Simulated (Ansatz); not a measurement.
**C4H5F: rigid torsion scan, by script**

Wanted for C4H5F: a rigid torsion scan. SMILES: C#CC(C)F.

All numbers are computed with Ansatz 0.2.0, driven from Python. Level of theory: Hartree-Fock/6-31G*.

### Step 1. The structure

Bond lengths: C1–C2 1.136 Å, C2–C3 1.443 Å, C3–C4 1.514 Å, C3–F5 1.370 Å, C1–H6 1.140 Å, C3–H7 1.148 Å, C4–H8 1.063 Å, C4–H9 1.144 Å, C4–H10 1.156 Å. Angles: C1–C2–C3 179.4°, C2–C1–H6 177.6°, C2–C3–C4 115.1°, C2–C3–F5 110.2°, C2–C3–H7 111.5°, C4–C3–F5 108.3°, C4–C3–H7 105.0°, F5–C3–H7 106.3°, C3–C4–H8 113.7°, C3–C4–H9 112.2°, C3–C4–H10 107.6°, H8–C4–H9 111.8°, H8–C4–H10 108.0°, H9–C4–H10 102.8°.

The script holds or builds the structure itself.

### Step 2. The script

Contents of run_torsion.py:

```python
"""Energy of C4H5F as one group turns about a bond."""

import ansatz as az
from ase import Atoms

atoms = Atoms(["C", "C", "C", "C", "F", "H", "H", "H", "H", "H"], positions=[
    (-1.5179, 1.6309, -0.1955),
    (-0.6136, 0.9513, -0.2963),
    (0.5269, 0.0766, -0.4216),
    (0.5567, -1.0833, 0.5507),
    (0.599, -0.4258, -1.6942),
    (-2.4171, 2.33, -0.1385),
    (1.5106, 0.6408, -0.2426),
    (1.3891, -1.7312, 0.4167),
    (0.4559, -0.7398, 1.6376),
    (-0.4065, -1.7006, 0.3866),
])

# start the scan from a relaxed geometry
first = (
    az.Crystal.molecule_from_ase(atoms).calculation()
    .basis(gaussian="6-31G*")
    .functional("hf")
    .accuracy("medium")
    .scf(lower_state_search="off")
    .relax(force_tolerance=0.02, max_steps=80)
)
atoms.positions = first.run().report["positions_ang"]

start = atoms.get_dihedral(1, 2, 3, 7)
energies = {}
for turn in range(0, 121, 20):
    turned = atoms.copy()
    turned.set_dihedral(1, 2, 3, 7, start + turn, indices=[3, 7, 8, 9])
    job = (
        az.Crystal.molecule_from_ase(turned).calculation()
        .basis(gaussian="6-31G*")
        .functional("hf")
        .accuracy("medium")
        .scf(lower_state_search="off")
    )
    energies[round((start + turn) % 360)] = job.run().report["free_energy_ev"]
floor = min(energies.values())
print("dihedral C1-C2-C3-H7 (deg)   E - E(min) (kcal/mol)")
for angle, e in sorted(energies.items()):
    print(f"{angle:8d} {23.060548 * (e - floor):14.3f}  " + "#" * int(30 * (e - floor) / max(max(energies.values()) - floor, 1e-9)))
```

### Step 3. The calls as engine input

The engine receives this input (first run):

```yaml
crystal:
  periodic: [false, false, false]
  atoms:
    - { symbol: C, position_ang: [-1.5179, 1.6309, -0.1955] }
    - { symbol: C, position_ang: [-0.6136, 0.9513, -0.2963] }
    - { symbol: C, position_ang: [0.5269, 0.0766, -0.4216] }
    - { symbol: C, position_ang: [0.5567, -1.0833, 0.5507] }
    - { symbol: F, position_ang: [0.599, -0.4258, -1.6942] }
    - { symbol: H, position_ang: [-2.4171, 2.33, -0.1385] }
    - { symbol: H, position_ang: [1.5106, 0.6408, -0.2426] }
    - { symbol: H, position_ang: [1.3891, -1.7312, 0.4167] }
    - { symbol: H, position_ang: [0.4559, -0.7398, 1.6376] }
    - { symbol: H, position_ang: [-0.4065, -1.7006, 0.3866] }
accuracy: medium
basis:
  gaussian:
    orbitals: "6-31G*"
hamiltonian:
  xc: hf
scf:
  lower_state_search: "off"
relax:
  f_tol: 0.02
  max_steps: 80
```

### Step 4. The run

Command:

```sh
$ python run_torsion.py
```

Without the output at hand: what should come out? Wanted: range of energy; lowest point, turn.

As calculated:

| quantity | value |
| --- | --- |
| runs compared | 7 |
| range of energy | 0.185 eV |
| lowest point, turn (°) | 0 |

**Reading.** The lowest point lies at a turn of 0°, the highest 0.185 eV (17.9 kJ/mol) above it at 60°. The grid can miss the true lowest and highest points, and the rest of the molecule is held rigid. Run 0: The relaxation took 5 moves; the largest shift is 0.058 Å. The scan is rigid and the energies are electronic, in a modest basis. With rigid groups the curve can differ much from the relaxed path, the start wasn't checked as a minimum of this torsion, and equivalent turns needn't return to the same energy.
